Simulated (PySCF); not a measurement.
| wavenumber (cm⁻¹) | absorption (km/mol per cm⁻¹) |
| --- | --- |
| 0 | 0.007 |
| 16 | 0.007 |
| 31 | 0.007 |
| 47 | 0.008 |
| 62 | 0.008 |
| 78 | 0.008 |
| 93 | 0.009 |
| 109 | 0.009 |
| 125 | 0.010 |
| 140 | 0.010 |
| 156 | 0.011 |
| 171 | 0.012 |
| 187 | 0.012 |
| 202 | 0.013 |
| 218 | 0.014 |
| 234 | 0.015 |
| 249 | 0.016 |
| 265 | 0.017 |
| 280 | 0.019 |
| 296 | 0.021 |
| 311 | 0.022 |
| 327 | 0.024 |
| 343 | 0.027 |
| 358 | 0.031 |
| 374 | 0.035 |
| 389 | 0.041 |
| 405 | 0.050 |
| 420 | 0.064 |
| 436 | 0.091 |
| 452 | 0.154 |
| 467 | 0.363 |
| 483 | 1.112 |
| 498 | 0.589 |
| 514 | 0.237 |
| 530 | 0.189 |
| 545 | 0.239 |
| 561 | 0.145 |
| 576 | 0.124 |
| 592 | 0.128 |
| 607 | 0.143 |
| 623 | 0.168 |
| 639 | 0.206 |
| 654 | 0.264 |
| 670 | 0.357 |
| 685 | 0.531 |
| 701 | 0.948 |
| 716 | 2.391 |
| 732 | 2.625 |
| 748 | 2.641 |
| 763 | 5.782 |
| 779 | 19.998 |
| 794 | 15.016 |
| 810 | 4.421 |
| 825 | 1.901 |
| 841 | 1.038 |
| 857 | 0.650 |
| 872 | 0.445 |
| 888 | 0.324 |
| 903 | 0.246 |
| 919 | 0.194 |

This is the computed harmonic infrared spectrum of singlet ClF5, Lorentzian lines of 23 cm⁻¹ full width. These are results of PBE0/[Cl def2-SVP, F def2-SVP], no relativity, density fitting, PySCF, not measurements.

Question: Which bands make it up, and how are they assigned?

Answer: In C4v symmetry, counting bands above 1 % of the strongest: 486 cm⁻¹ (a1, bend, 41 km/mol); 723 cm⁻¹ (a1, mixed, 83 km/mol); 785 cm⁻¹ (e, mixed, 915 km/mol).
